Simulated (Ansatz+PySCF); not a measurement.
A calculation with PySCF 2.14.0.

```python
from pyscf import gto, dft

mol = gto.M(atom="""
N 0.000000 0.000000 -0.202810
H 0.000000 0.000000 1.419700
""", basis='6-31g', charge=0, spin=2)
mf = dft.UKS(mol, xc='pbe0')
mf.kernel()
print(mf.converged, mf.e_tot, mf.spin_square()[0])
```

The script is written out from the run's settings.

Output:

| Quantity | Value |
| --- | --- |
| Converged | yes |
| Total energy | -55.07087 hartree |
| Spin squared of the determinant | 2.172 |

Caution: the unrestricted determinant is spin contaminated.
